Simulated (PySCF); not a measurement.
**Bond curve of OH⁺**

Set-up: H def2-SVP, O def2-SVP; no relativity (PySCF 2.14). Energies in eV from H⁺ + O in their ground configurations at the same level. State: ³Σ⁻ (triplet), unpaired electrons π ↑↑.

All columns are PBE0. A positive dipole points towards O; it is taken about the centre of mass and depends on that origin.

```
R (Å)  E (eV)  μ (D)  Mulliken charge on H (basis-dependent)  HOMO (eV)  LUMO (eV)  Mayer bond order  ⟨S²⟩
0.895  -4.755  -2.00                                    0.28     -26.40     -17.30              0.94  2.00
0.937  -5.024  -2.10                                    0.31     -26.11     -17.13              0.91  2.00
0.979  -5.178  -2.20                                    0.34     -25.82     -16.97              0.89  2.00
1.010  -5.235  -2.28                                    0.37     -25.60     -16.84              0.87  2.01
1.041  -5.251  -2.36                                    0.39     -25.38     -16.72              0.85  2.01
1.072  -5.234  -2.45                                    0.41     -25.16     -16.60              0.83  2.01
1.114  -5.172  -2.57                                    0.43     -24.87     -16.44              0.81  2.01
1.166  -5.047  -2.72                                    0.46     -24.50     -16.24              0.78  2.01
1.228  -4.849  -2.91                                    0.50     -24.06     -16.01              0.75  2.01
1.312  -4.539  -3.17                                    0.53     -23.48     -15.70              0.71  2.01
```

A fit through these points gives, at Re = 1.040 Å, μ = -2.36 D and dμ/dR = -2.69 D/Å; the reduced mass is 0.9481 u.

Question: How strong is the fundamental in the double-harmonic approximation, I = 42.26·(dμ/dR)²/μred km/mol?

Answer: I = 42.26·(-2.69)²/0.9481 = 323 km/mol at PBE0.

For an ion De counts to the pair picked by the measured ionisation energies or electron affinities, which need not be the lowest pair at this level. The state is the lowest determinant that a PBE0 search found; another state may lie lower at other levels.
